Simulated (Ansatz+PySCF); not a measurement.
## doublet C2H4NO: levels of theory in one basis

```tsv
atom	x (Å)	y (Å)	z (Å)
C	-0.0003	-0.1866	-1.2356
N	0.0073	0.4711	-0.0217
C	0.0004	-0.1416	1.2133
H	0.0070	0.4002	-2.1396
H	0.0058	-1.2505	-1.2001
H	-0.0050	1.4960	-0.0171
H	0.0055	0.5828	2.0418
O	-0.0005	-1.3495	1.3657
```

Basis set: cc-pVTZ (spherical functions). Left uncorrelated: 4 orbitals. Correlation on ROHF uses semicanonical orbitals with singles. Charge 0, multiplicity 2.

Computed with Ansatz (development build ahead of 0.2.0) and PySCF 2.14.0; each method stands on the lowest determinant of its kind that the runs found.

| method | E − E(ROHF) (eV) | <S²> of the determinant |
| --- | --- | --- |
| ROHF | 0.00 | 0.75 |
| UHF | -0.15 | 0.78 |
| ROHF-MP2 | -20.42 | – |
| UHF-MP2 | -20.38 | 0.78 |
